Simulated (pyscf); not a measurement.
`[F][B]([F])[SiH3]` + `[H][H]` -> `[F][BH][F]` + `[SiH4]`, a four-centre exchange (singlet surface; B–Si, H–H broken, B–H, H–Si formed). Structures and frequencies: ωB97X-D3(BJ)/def2-SVP in PySCF. Energies in kcal/mol from the separated reactants.

Small-basis levels: PySCF, no dispersion term, spherical d functions. 

Q: Quick B3LYP/LANL2DZ single points give ΔE‡ = 44.0 kcal/mol and ΔE = -7.6 kcal/mol. What does ωB97M-D3(BJ)/def2-TZVP give, and how far is the quick result from it?

A: ωB97M-D3(BJ)/def2-TZVP gives ΔE‡ = 38.0 kcal/mol and ΔE = -11.8 kcal/mol. B3LYP/LANL2DZ lies 6.0 kcal/mol over it in the barrier and 4.2 kcal/mol over it in the reaction energy, so on this step it does not hold to within 3.0 kcal/mol. ωB97M-D3(BJ)/def2-TZVP has limits of its own. At the saddle there is also a short B–H contact that neither side keeps. This is the saddle that the search found; another between the same sides may lie lower.
